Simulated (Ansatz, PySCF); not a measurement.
Species: CH$_{3}$S, net charge 0, doublet state. It need not be the lowest isomer of its formula. SMILES: [CH2]S
Structure (B3LYP-D3(BJ)/def2-TZVP (Ansatz, a program for electronic structure) minimum search):
```
C
H 1 1.0766
H 1 1.0777 2 121.19
S 1 1.7159 2 121.95 3 -180.00
H 4 1.3430 1 98.20 2 0.00
```
Charge 0, spin multiplicity 2.


Property: enthalpy of formation at 298 K (from the atomisation energy, B3LYP-D3(BJ)/def2-TZVP harmonic zero-point and thermal terms from PySCF, and the atoms' enthalpies of formation in the G2/97 table; no spin-orbit terms, and no core term in the frozen-core levels), in kcal/mol. Cores are frozen in the correlated levels unless marked. Open shells are spin-unrestricted. Spin-orbit coupling is left out. No relativistic terms. The coupled-cluster limit lacks core correlation, which all-electron functionals hold. Basis-set limits of correlation are two-point, X^-3; Hartree-Fock from the larger set. [CCSD(T)-MP2]/basis is that difference in the basis named.

```tsv
level	program	enthalpy of formation at 298 K (kcal/mol)
revPBE-D3(BJ)/def2-TZVPD	Ansatz + dftd3	35.9
```

Question: Predict the RI-MP2/CBS(aug-cc-pV(T+d)Z,aug-cc-pV(Q+d)Z)+[CCSD(T)-MP2]/aug-cc-pV(T+d)Z result (Ansatz).

Answer: 36.8 kcal/mol
